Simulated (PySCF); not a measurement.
# MgH₂S (+2), an ion with solvent molecules: interaction energy

One table from this session's results is given with a row withheld; the runs are named, their logs left out.

Programs: PySCF 2.14.0. All values are calculated, for the isolated system unless a continuum is named. Atoms count from 0, parts from 1.

## Starting point

4 atoms, charge 2, multiplicity 1; geometry: GFN2-xTB. Parts: 1 = atom 0, `[Mg+2]`, charge 2; 2 = atoms 1–3, `S`, charge 0.

Set-up of the first run:

The job: settings as JSON, then the geometry in Å.

```
{"job": {"xc": "PBE0", "basis": "def2-SVPD", "d3": "d3bj", "grid": 2, "kind": "geom", "shake": 0.01}, "charge": 2, "multiplicity": 1, "parts": [{"atoms": "0-0", "charge": 2, "multiplicity": 1}, {"atoms": "1-3", "charge": 0, "multiplicity": 1}]}
Mg     0.274847    -0.039828    -0.000513
S     -0.125415    -1.603413     1.804501
H     -0.682832    -2.635138     1.010971
H     -1.347448    -1.110510     2.197975
```

Command:

```console
$ OMP_NUM_THREADS=1 python cluster_run.py task.json out
```

One launch serves the whole session: the jobs run in the order shown.

Steps of the session up to this table: Relaxing the molecule at PBE0-D3(BJ)/def2-SVPD; Coupled-cluster interaction energy: CCSD(T) and MP2, 2.48 Å; Coupled-cluster interaction energy: CCSD(T) and MP2, 2.73 Å; Coupled-cluster interaction energy: CCSD(T) and MP2, 2.36 Å; Coupled-cluster interaction energy: CCSD(T) and MP2, 3.11 Å; Coupled-cluster interaction energy: CCSD(T) and MP2, 2.24 Å; Coupled-cluster interaction energy: CCSD(T) and MP2, 3.73 Å; Coupled-cluster interaction energy: CCSD(T) and MP2, 4.97 Å.

One table of the session follows, with a row left open; its other results are not shown here.

It belongs to the step «Coupled-cluster interaction energy: CCSD(T) and MP2, 4.97 Å». 

| method | interaction energy (kcal/mol) |
| --- | --- |
| HF/aug-cc-pVDZ | -17.00 |
| MP2/aug-cc-pVDZ | ? |
| CCSD/aug-cc-pVDZ | -9.62 |
| CCSD(T)/aug-cc-pVDZ | -8.87 |
| HF/aug-cc-pVTZ | -16.92 |
| MP2/aug-cc-pVTZ | -26.93 |
| SCS-MP2/aug-cc-pVTZ | -28.32 |
| MP2, extrapolated | -26.73 |
| CCSD(T), limit estimate | -8.11 |

Q: Estimate the row for MP2/aug-cc-pVDZ from the others.

The run gave: interaction energy (kcal/mol): -27.49. In the column «interaction energy (kcal/mol)» it lies between SCS-MP2/aug-cc-pVTZ (-28.32) and MP2/aug-cc-pVTZ (-26.93).

In this run the core of Mg (2s2p) is correlated, in a basis without core functions; only the other cores are frozen.

To keep in mind: At 3.73 Å a test (T1, the size of the triples or of CCSD(T) less MP2, charge moved between the parts) flags the run, so its CCSD(T) estimate is not taken as a benchmark. At 4.97 Å a test (T1, the size of the triples or of CCSD(T) less MP2, charge moved between the parts) flags the run, so its CCSD(T) estimate is not taken as a benchmark.
